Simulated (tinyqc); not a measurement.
Ways to converge the cycle: SCF convergence aids in the sto-6g basis, for NH, spin multiplicity 3. Computed by the program tinyqc with PySCF. UHF with one setting changed at a time; a run stops when the energy changes by less than 1e-09 hartree and the error matrix is below 1e-5. The start is the Wolfsberg-Helmholz matrix. Damping d keeps d of the old density; a shift (hartree) raises the virtual levels; DIIS n extrapolates F over n matrices.

Geometry (angstrom):
```
atom       x       y       z
N     0.0000  0.0000  0.0000
H     0.0000  0.0000  1.6190
```

lowest solution found by these runs and by PySCF with stability checks = -54.731897 hartree

Largest element of the error matrix X^T (FDS - SDF) X:
```
iteration    plain  damping 0.3  damping 0.6  shift 0.4   DIIS 3   DIIS 8
1          2.0e-01      2.0e-01      2.0e-01    2.0e-01  2.0e-01  2.0e-01
2          6.0e-02      7.1e-02      1.4e-01    1.5e-01  6.0e-02  6.0e-02
3          3.4e-02      3.8e-02      9.3e-02    7.6e-02  3.0e-02  3.0e-02
4          3.5e-02      3.3e-02      6.6e-02    4.5e-02  3.4e-02  3.4e-02
5          3.9e-02      3.5e-02      5.1e-02    3.7e-02  1.9e-02  1.2e-02
6          4.1e-02      3.8e-02      4.3e-02    3.7e-02  2.0e-03  1.9e-03
8          3.2e-02      4.0e-02      3.9e-02    4.0e-02  7.6e-05  6.8e-05
10         1.7e-02      3.5e-02      4.0e-02    3.9e-02  5.1e-06  2.0e-07
14         2.6e-03      1.6e-02      3.9e-02    2.3e-02        -        -
20         1.3e-04      2.6e-03      2.5e-02    4.7e-03        -        -
30               -      1.0e-04      6.0e-03    2.2e-04        -        -
45               -            -      4.7e-04          -        -        -
60               -            -      3.5e-05          -        -        -
```

How each run ends:
```
run          iterations  E (hartree)                                                        state
plain                26    -54.73190                                                 lowest found
damping 0.3          38    -54.73190                                                 lowest found
damping 0.6         >60    -54.73190  falls steadily but slowly, by a factor of about 0.84 a step
shift 0.4            41    -54.73190                                                 lowest found
DIIS 3               10    -54.67012                                                       higher
DIIS 8               11    -54.67012                                                       higher
```

What does the comparison show, and why?

3 of 6 runs reach the lowest solution found, in 26 to 41 iterations (fastest: plain). Ending on a higher stationary point: DIIS 3, DIIS 8; a small error matrix cannot reveal that, and an occupation fixed by the start is kept by symmetry or by the shape of the basin. Not converged: damping 0.6. Plain steps already contract here, so damping only slows them. DIIS minimises the error, not the energy, so it can stall or settle near a saddle, and its small system turns near-singular when few rotations are active.
